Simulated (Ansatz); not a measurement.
# BH₃NS−: single points off equilibrium

The task here is to estimate one member of a computed series from the others.

The runs use Ansatz 0.2.0, Gaussian basis; single points in def2-TZVPPD.

Correlated methods freeze the cores.

1 further run of the same task is left out (it didn't finish).

### Starting geometry

SMILES `[NH-]BS`, 6 atoms, charge -1, spin multiplicity 1.

Atoms are counted from 1 here; the program's logs count them from 0.

Bond lengths: N1–B2 1.374 Å, N1–H4 1.020 Å, B2–S3 1.947 Å, B2–H5 1.190 Å, S3–H6 1.310 Å. Angles: B2–N1–H4 104.1°, N1–B2–S3 122.5°, N1–B2–H5 128.7°, S3–B2–H5 108.6°, B2–S3–H6 106.3°.

Coordinates:

```xyz
6

N    -0.6009   -0.1504   -1.1471
B     0.4360   -0.4845   -0.3099
S     0.6421    0.2939    1.4629
H    -1.2083    0.4309   -0.5697
H     1.3721   -1.1860   -0.5285
H    -0.3224    1.1699    1.5947
```

Set-up of the first run:

Contents of run/in.yaml:

```yaml
crystal:
  periodic: [false, false, false]
  atoms:
    - {symbol: N, position_ang: [-0.600916, -0.150355, -1.147097]}
    - {symbol: B, position_ang: [0.435993, -0.484486, -0.309888]}
    - {symbol: S, position_ang: [0.642110, 0.293864, 1.462895]}
    - {symbol: H, position_ang: [-1.208274, 0.430896, -0.569653]}
    - {symbol: H, position_ang: [1.372128, -1.185980, -0.528548]}
    - {symbol: H, position_ang: [-0.322374, 1.169852, 1.594745]}
basis:
  gaussian: {orbitals: "def2-TZVPPD.json"}
total_charge: -1
hamiltonian: {xc: pbe, dispersion: d4}
output: {forces: true}
```

The basis file named in the input lies beside it (Basis Set Exchange, JSON).

On the command line:

```sh
$ ansatz run in.yaml --threads 2 --pin off --events-out ev --progress --plain --max-ram 3481MiB
```

Among the steps run: PBE-D4/def2-TZVPPD; r2SCAN-D4/def2-TZVPPD; PBE0-D4/def2-TZVPPD; wB97M-V/def2-TZVPPD; CCSD(T)/def2-TZVPPD.

One of the session's tables, all rows but one given; the rest of the session is left out.

| method | RMS force component (eV/Å) | angle to CCSD(T) forces (°) |
| --- | --- | --- |
| PBE-D4 | 0.681 | 8.8 |
| r2SCAN-D4 | ? | ? |
| PBE0-D4 | 0.671 | 15.7 |
| wB97M-V | 0.642 | 18.6 |
| CCSD(T) | 0.548 | reference |

Q: Estimate the row for r2SCAN-D4 from the others.

The run gave: RMS force component (eV/Å): 0.643; angle to CCSD(T) forces (°): 10.9. In the column «RMS force component (eV/Å)» it lies between wB97M-V (0.642) and PBE0-D4 (0.671).
